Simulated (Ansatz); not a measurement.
Calculated with Ansatz (gas phase, PBE0-D4/def2-TZVP geometries, no zero-point term in ΔE). CCSD(T)/CBS adds triple-zeta CCSD(T) − MP2 to the extrapolated MP2 energy (def2 sets, frozen cores). This one scheme is used for every species. DFT in def2-TZVPP. B3LYP here is the variant with VWN-RPA as its local correlation; programs differ in this. HSE06 is defined as in plane-wave codes. Each species was taken in one conformer, which may not be the lowest.

Reaction (formal hydrolysis of a C–C bond): `N=CCN` + H₂O → `N=CO` + CH₃NH₂

```json
{"level": "LDA (SPW92)", "ΔE (kJ/mol)": "-16.7", "difference from CCSD(T)/CBS": "-17.3"}
{"level": "PBE-D4", "ΔE (kJ/mol)": "-14.6", "difference from CCSD(T)/CBS": "-15.2"}
{"level": "revPBE-D4", "ΔE (kJ/mol)": "-10.8", "difference from CCSD(T)/CBS": "-11.4"}
{"level": "BLYP-D4", "ΔE (kJ/mol)": "-14.7", "difference from CCSD(T)/CBS": "-15.3"}
{"level": "r2SCAN-D4", "ΔE (kJ/mol)": "-15.4", "difference from CCSD(T)/CBS": "-16.0"}
{"level": "B97M-V", "ΔE (kJ/mol)": "-13.5", "difference from CCSD(T)/CBS": "-14.1"}
{"level": "PBE0-D4", "ΔE (kJ/mol)": "-10.8", "difference from CCSD(T)/CBS": "-11.4"}
{"level": "B3LYP-D4", "ΔE (kJ/mol)": "-12.5", "difference from CCSD(T)/CBS": "-13.1"}
{"level": "r2SCANh-D4", "ΔE (kJ/mol)": "-13.9", "difference from CCSD(T)/CBS": "-14.5"}
{"level": "r2SCAN0-D4", "ΔE (kJ/mol)": "-11.8", "difference from CCSD(T)/CBS": "-12.4"}
{"level": "HSE06-D4", "ΔE (kJ/mol)": "-11.1", "difference from CCSD(T)/CBS": "-11.7"}
{"level": "CAM-B3LYP-D4", "ΔE (kJ/mol)": "-13.5", "difference from CCSD(T)/CBS": "-14.1"}
{"level": "ωB97X-V", "ΔE (kJ/mol)": "-11.4", "difference from CCSD(T)/CBS": "-12.0"}
{"level": "ωB97M-V", "ΔE (kJ/mol)": "-8.7", "difference from CCSD(T)/CBS": "-9.3"}
{"level": "B2PLYP", "ΔE (kJ/mol)": "-12.6", "difference from CCSD(T)/CBS": "-13.2"}
{"level": "PBE-QIDH", "ΔE (kJ/mol)": "-8.0", "difference from CCSD(T)/CBS": "-8.6"}
{"level": "PBE", "ΔE (kJ/mol)": "-18.3", "difference from CCSD(T)/CBS": "-18.9"}
{"level": "revPBE", "ΔE (kJ/mol)": "-20.1", "difference from CCSD(T)/CBS": "-20.7"}
{"level": "BLYP", "ΔE (kJ/mol)": "-22.4", "difference from CCSD(T)/CBS": "-23.0"}
{"level": "r2SCAN", "ΔE (kJ/mol)": "-16.4", "difference from CCSD(T)/CBS": "-17.0"}
{"level": "PBE0", "ΔE (kJ/mol)": "-14.1", "difference from CCSD(T)/CBS": "-14.7"}
{"level": "B3LYP", "ΔE (kJ/mol)": "-18.3", "difference from CCSD(T)/CBS": "-18.9"}
{"level": "r2SCAN0", "ΔE (kJ/mol)": "-13.0", "difference from CCSD(T)/CBS": "-13.6"}
{"level": "BHLYP", "ΔE (kJ/mol)": "-14.8", "difference from CCSD(T)/CBS": "-15.4"}
{"level": "CAM-B3LYP", "ΔE (kJ/mol)": "-16.8", "difference from CCSD(T)/CBS": "-17.4"}
{"level": "LC-ωPBE", "ΔE (kJ/mol)": "-13.5", "difference from CCSD(T)/CBS": "-14.1"}
{"level": "RPA@PBE/def2-TZVPP", "ΔE (kJ/mol)": "-5.3", "difference from CCSD(T)/CBS": "-5.9"}
{"level": "MP2/def2-SVP", "ΔE (kJ/mol)": "-14.7", "difference from CCSD(T)/CBS": "-15.3"}
{"level": "CCSD(T)/def2-SVP", "ΔE (kJ/mol)": "-15.0", "difference from CCSD(T)/CBS": "-15.6"}
{"level": "HF/def2-TZVPP", "ΔE (kJ/mol)": "-16.4", "difference from CCSD(T)/CBS": "-17.0"}
{"level": "MP2/def2-TZVPP", "ΔE (kJ/mol)": "-1.3", "difference from CCSD(T)/CBS": "-1.9"}
{"level": "SCS-MP2/def2-TZVPP", "ΔE (kJ/mol)": "-4.2", "difference from CCSD(T)/CBS": "-4.8"}
{"level": "CCSD/def2-TZVPP", "ΔE (kJ/mol)": "-3.2", "difference from CCSD(T)/CBS": "-3.8"}
{"level": "CCSD(T)/def2-TZVPP", "ΔE (kJ/mol)": "-2.8", "difference from CCSD(T)/CBS": "-3.4"}
{"level": "HF/def2-QZVPP", "ΔE (kJ/mol)": "-16.2", "difference from CCSD(T)/CBS": "-16.8"}
{"level": "MP2/def2-QZVPP", "ΔE (kJ/mol)": "0.7", "difference from CCSD(T)/CBS": "0.1"}
{"level": "SCS-MP2/def2-QZVPP", "ΔE (kJ/mol)": "-2.2", "difference from CCSD(T)/CBS": "-2.8"}
{"level": "HF/CBS(def2)", "ΔE (kJ/mol)": "-16.2", "difference from CCSD(T)/CBS": "-16.8"}
{"level": "MP2/CBS(def2)", "ΔE (kJ/mol)": "2.1", "difference from CCSD(T)/CBS": "1.5"}
{"level": "CCSD/CBS(def2)", "ΔE (kJ/mol)": "0.3", "difference from CCSD(T)/CBS": "-0.3"}
{"level": "CCSD(T)/CBS", "ΔE (kJ/mol)": "0.6", "difference from CCSD(T)/CBS": "0"}
```

Largest T1 diagnostic among the species: 0.014.

From PBE to PBE0 (25 % exact exchange), in def2-TZVPP and without D4, ΔE moves by +4.3 kJ/mol. At CCSD(T), def2-SVP lies −15.6 kJ/mol from the extrapolated value and def2-TZVPP −3.4 kJ/mol.
